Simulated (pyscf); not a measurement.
SiH₃• + Cl–Cl -> SiH₂ [singlet] + HCl + Cl•, gas phase, doublet surface. PySCF, gas phase, ωB97X-D3(BJ)/def2-SVP geometries. Correlated levels are frozen-core, on RHF or UHF. ΔMP2 is the change of the MP2 total energy from the triple- to the quadruple-zeta basis. ΔG in kcal/mol from CCSD(T)/def2-TZVPP + ΔMP2(QZVPP) energies (ideal gas, 1 atm, RRHO with modes under 100 cm⁻¹ raised to 100, one conformer, R ln 2 for chiral ones without a mode under 150 cm⁻¹).

```csv
T (K),ΔG
298,+14.8
600,+6.5
900,?
1200,-10.2
```

### Question
Fit a line to the three values, predict ΔG at 900 K, and estimate where the reaction turns favourable at 1 atm of each gas.

### Answer
Least squares gives ΔG = +23.1 − 27.7 × T/1000 K, so ΔS is about +116 J/(mol K) and ΔH about +23.1 kcal/mol over this range (ΔH at 298 K: +22.9). At 900 K the line gives -1.8; the computed value is -1.9. ΔG = 0 falls near 830 K; 1 kcal/mol in the energy moves that by 36 K. This is thermodynamics alone and says nothing of the barrier. The CCSD(T) − MP2 part came from Ansatz, without density fitting, on the same reference. Left out: orbital degeneracy and the spin-orbit lowering of Cl.
